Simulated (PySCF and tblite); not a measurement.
Results of a calculation; reference values are marked as such.
## Conformers and averaged properties: C₃H₇NO, numbered as in [CH3:1][CH2:2][C:3]([NH2:4])=[O:5]

Geometries GFN2-xTB; weights from CAM-B3LYP-D3(BJ)/def2-TZVP (IEF-PCM, chloroform) energies and GFN2-xTB thermal corrections, with symmetry numbers and mirror pairs. Conformers within 3 kcal/mol (GFN2-xTB free energy) were kept, 7 at most. GIAO shieldings: wB97X-D/pcSseg-1 (IEF-PCM, chloroform). TDDFT excitations: wB97X-D/def2-SVPD (IEF-PCM, chloroform). Shifts are against TMS (¹H), TMS (¹³C) at the same level. Codes: tblite and PySCF.

Torsions listed: C1–C2–C3–O5, O5–C3–N4–H4. Of a mirror pair one member is shown.

| conformer | shape | symmetry | E(GFN2) kcal/mol | E(DFT) kcal/mol | G(298.15 K) kcal/mol | weight % | dipole D |
| --- | --- | --- | --- | --- | --- | --- | --- |
| 1 | 0°, 180° | Cs | 0.13 | 0.00 | 0.00 | 73.3 | 4.72 |
| 2 | -102°, 179° | C1 (pair) | 0.00 | 0.55 | 0.60 | 26.7 | 4.86 |

Weights (%) against temperature:

```
 T (K)     1     2  S(mix) cal/mol/K
   180  86.7  13.3              0.96
   230  80.2  19.8              1.26
298.15  73.3  26.7              1.52
   330  70.7  29.3              1.60
   400  66.3  33.7              1.73
```

Averaged shifts at 298.15 K. ¹H: 2.20 (H2, 2H), 1.13 (H1, 3H) ppm. ¹³C: 179.7 (C3), 31.9 (C2), 12.2 (C1) ppm.

Coordinates of conformer 1 (Å):

```xyz
12

C    -1.623   -0.479   -0.014
C    -0.419    0.406    0.277
C     0.888   -0.305   -0.039
N     1.986    0.454    0.202
O     0.970   -1.433   -0.463
H    -2.548    0.044    0.218
H    -1.631   -0.766   -1.063
H    -1.571   -1.388    0.580
H    -0.466    1.319   -0.322
H    -0.406    0.695    1.330
H     1.926    1.391    0.559
H     2.896    0.064    0.025
```

Rotation about the C–N or B–N bond may be slow on the NMR time scale, and the averages treat it as fast. H on N, O and S are left out: they exchange, and hydrogen bonds move them by several ppm. Shifts are unscaled: against experiment ¹³C can be off by 15 ppm or more and ¹H by 0.8 ppm.

Search and properties took 62 s on 1 thread of Arm Neoverse V2, shared host (rough), launched as `OMP_NUM_THREADS=1 python ens_run.py task.json out`.
